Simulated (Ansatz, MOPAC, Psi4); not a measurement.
Process, species as SMILES: C[SiH3] (CH6Si) [methylsilane] → C[SiH2-] + H+

Wanted: gas-phase deprotonation energy (enthalpy at 298 K), in kcal/mol. Conventions: non-relativistic; dispersion terms only where a functional's name holds one; no spin-orbit coupling; six Cartesian d functions in 6-31G* and its kin unless marked 5d. Ab initio and DFT rows: single points at B3LYP-D3(BJ) geometries (Ansatz, a program for electronic structure), with unscaled harmonic terms from B3LYP/6-31G* at its own minima. Semi-empirical rows: MOPAC heats of formation at their own minima for 298 K, the proton's as measured. Sets without +, aug- or the D of def2-TZVPD hold no diffuse functions, which anions need.

| species | coefficient | E at wB97X-D/6-31G* (Psi4), Eh | E at wB97X-V/def2-TZVPD (Ansatz), Eh | H(298 K) - E, kcal/mol | heat of formation at PM3 (MOPAC), kcal/mol |
|---|---|---|---|---|---|
| C[SiH3] (CH6Si) | -1 | -331.17212 | -331.17157 | 41.77 | -4.22 |
| C[SiH2-] | +1 | -330.54684 | -330.55175 | 34.32 | -18.52 |
| H+ | +1 | 0.00000 | 0.00000 | 1.48 | 365.69 |

 1 Eh = 627.5095 kcal/mol.

### Question
Work the quantity out at each level.

### Answer

- wB97X-D/6-31G*: the sum of coefficient times E is 0.62528 Eh, or 392.37 kcal/mol; the thermal terms add -5.97. Result: 386.4 kcal/mol.
- wB97X-V/def2-TZVPD: the sum of coefficient times E is 0.61982 Eh, or 388.94 kcal/mol; the thermal terms add -5.97. Result: 383.0 kcal/mol.
- PM3: the sum of coefficient times heat of formation is 351.39 kcal/mol; it needs no thermal term.
